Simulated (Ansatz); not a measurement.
Several settings on one geometry of B3H9 (relaxed from a model of (H2B-mu-H)3, whose bonding it doesn't keep) (that of the charge 0 singlet, PBE-D4/def2-TZVP). Ansatz on 4 threads of Arm Neoverse V1 on a shared host; times are rough.

```xyz
12

B     0.112    0.773   -0.787
H     1.090    1.446   -0.695
H    -0.620    1.023   -1.720
H    -0.916    1.012   -0.002
B    -0.437    0.280    0.980
H    -1.580    0.161    1.366
H     0.328    0.763    1.753
H    -0.432   -1.023    0.798
B     0.516   -0.977   -0.112
H     1.655   -0.994    0.236
H     0.073   -2.021   -0.541
H     0.210   -0.444   -1.275
```

Totals from different functionals, basis sets or treatments of relativity can't be compared as stabilities.

Correlated methods freeze 3 core orbitals.

The spins typed aren't always the lowest for that charge.

(1) Give the basis size and estimate the energy, ⟨S²⟩ and time of these runs.

| run | method | charge | state | further keys |
| --- | --- | --- | --- | --- |
| 1 | UHF, ccsd_t/STO-3G | 1 | doublet | accuracy: high; scf: {lower_state_search: light} |
| 2 | UKS B3LYP5/STO-3G | 0 | singlet | – |
| 3 | RKS B97M-V/6-31G | 0 | singlet | final_grid: {core_spheres: 20, valence_spheres: 16, degree: 47}; scf: {lower_state_search: off}; forces asked |

Answers

(1) 
| run | functions | energy (Eh) | ⟨S²⟩ | wall time |
| --- | --- | --- | --- | --- |
| 1 | 24 | -77.9878 | 0.78 | 2.1 s |
| 2 | 24 | -78.8522 | 0.00 | 0.45 s |
| 3 | 45 | -79.8915 | – | 1.2 s |

At UHF, ccsd_t/STO-3G the stability test found the charge 1 doublet unstable.
